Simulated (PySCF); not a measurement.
## Core-level binding energies of `C=C=CC=C`

Compound: C5H6.
Cartesian coordinates in Å at the PBE0-D3(BJ)/def2-SVP level; atoms count from 1:
```
atom  x, y, z in Å
C1     1.9816    1.4580    0.7811
C2     0.9420    0.6764    0.6630
C3    -0.1072   -0.1112    0.5356
C4    -0.6968   -0.4884   -0.7438
C5    -1.7648   -1.2876   -0.8690
H6     3.0004    1.0535    0.7933
H7     1.8703    2.5445    0.8745
H8    -0.5721   -0.5127    1.4460
H9    -0.2162   -0.0778   -1.6383
H10   -2.2651   -1.7122    0.0070
H11   -2.1720   -1.5426   -1.8498
```

Theory: delta-SCF UKS SCAN, pcX-2 on the ionised atom, pcseg-1 elsewhere, spin-free X2C (PySCF 2.14.0). Binding energies are ΔSCF values: E(core-ionised, relaxed orbitals) − E(ground state) at a fixed geometry, referred to the vacuum level.

Question: What binding energy does each computed site have?

Answer: 
| atom(s) | bonded to | level | binding energy (eV) | above the level's lowest (eV) | count |
| --- | --- | --- | --- | --- | --- |
| C5 | C (double bond) and 2 H | C 1s | 289.84 | 0.00 | 1 |
| C2 | 2 C (double bond) | C 1s | 290.24 | +0.40 | 1 |
| C1 | C (double bond) and 2 H | C 1s | 290.50 | +0.66 | 1 |
| C4 | C (double bond), C and H | C 1s | 290.67 | +0.83 | 1 |
| C3 | C (double bond), C and H | C 1s | 290.75 | +0.91 | 1 |

Lowest listed C 1s: C5, bonded to C (double bond) and 2 H. Highest, 0.91 eV above it: C3, bonded to C (double bond), C and H. Summing the Pauling electronegativity differences to the bonded atoms, each weighted by its formal bond order, gives -0.70 for the lowest site and -0.35 for the highest; the largest sum, 0.00, belongs to C2, 0.51 eV below the top.

Question: What is the longest wavelength that can ionise C 1s of C5 vertically?

Answer: λ = hc/E = 12398.42 eV Å / 289.84 eV = 42.777 Å.

Question: Give the binding energy of C 1s of C5 in hartree and in kJ/mol.

Answer: 289.84 eV = 10.6514 Eh = 27965 kJ/mol.

The unrestricted hole states depart most from a pure doublet (⟨S²⟩ = 0.75; over 0.85 named) for C 1s of C2 (0.93), C 1s of C3 (0.85) and C 1s of C4 (0.90), which makes these values less certain. The structure is a single PBE0-D3(BJ)/def2-SVP conformer in the gas phase; no vibrational or solvent corrections.
